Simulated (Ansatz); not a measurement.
The same path of C3H6FNO (12 atoms, charge 0, multiplicity 1) was run twice with different band settings. Lost on the way: C6–H10. Made: O5–H10.

Computed with RKS PBE/def2-SVP (Ansatz 0.2.0).

Relaxed end points:

```xyz
12
Properties=species:S:1:pos:R:3
C -0.321 -1.233 1.845
N -0.302 -0.258 1.023
C -0.349 -0.515 -0.392
F -0.270 -1.853 -0.720
O 0.724 0.090 -1.030
C 0.651 1.504 -1.077
H -0.266 -1.016 2.931
H -0.386 -2.299 1.534
H -1.332 -0.130 -0.773
H 1.550 1.853 -1.619
H 0.635 1.952 -0.060
H -0.257 1.850 -1.628
```

```xyz
12
Properties=species:S:1:pos:R:3
C 0.090 -0.687 1.590
N -0.631 -1.246 0.688
C -0.601 -0.781 -0.645
F -0.461 -1.841 -1.487
O 0.488 0.141 -1.013
C 0.541 1.663 -0.259
H 0.013 -1.086 2.622
H 0.728 0.221 1.391
H -1.517 -0.201 -0.893
H 1.337 -0.245 -0.711
H -0.558 1.754 -0.043
H 0.650 2.252 -1.206
```

Common settings: spring 5.0 eV/Å²; optimiser quadratic models (default); start path through a guess of the saddle point; force threshold 0.05 eV/Å; iteration limit 60; end points relaxed.

| run | movable images | climbing image |
| --- | --- | --- |
| 1 | 5 | yes |
| 2 | 1 | no |

Q: What does each run give, and how far can it be trusted?

A: Run 1: converged after 38 iterations, highest image 4.050 eV above the first end. The profile has 2 maxima (images 2, 5) with wells between them (image 3): this band takes more than one step, which may be the mechanism or a detour left from its start path. Neighbouring images differ by up to 3.3 eV, so the band resolves the path poorly. A vibrational analysis at the climbing image gives one clearly imaginary mode, 383i cm⁻¹: a first-order saddle point.
Run 2: converged after 38 iterations, highest image 3.940 eV above the first end. The highest image is an end point: on this band no image between the ends rises above it. Inner images lie up to 0.009 eV below the lower end, so the ends aren't the lowest states on this path. So few images can step over the top or miss a turn of the path.
The orbitals stay closed-shell, which can raise the energy where a bond breaks towards radicals; this wasn't checked here.
